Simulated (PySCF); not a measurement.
CH2O, SMILES O=C.

The structure is a stationary point at r2SCAN-D4/def2-TZVPD.

Two levels are set side by side: TDA-PBE/def2-TZVPD (PySCF) and EOM-CCSD/aug-cc-pVDZ (PySCF). Vertical, same geometry; the bases differ. Differences are taken from unrounded values.

```csv
quantity,EOM-CCSD,TDA-PBE,TDA-PBE minus EOM-CCSD
lowest singlet excitation (eV),4.08,3.88,-0.19
lowest triplet excitation (TDA for PBE) (eV),3.61,3.18,-0.43
```

A lower first singlet is the usual sign of a functional without exact exchange. Differences between two approximate levels are no errors against the true value.

Rough cost on one machine, each run with all the roots and properties that it gave: EOM-CCSD against TDA-PBE about 4 times.
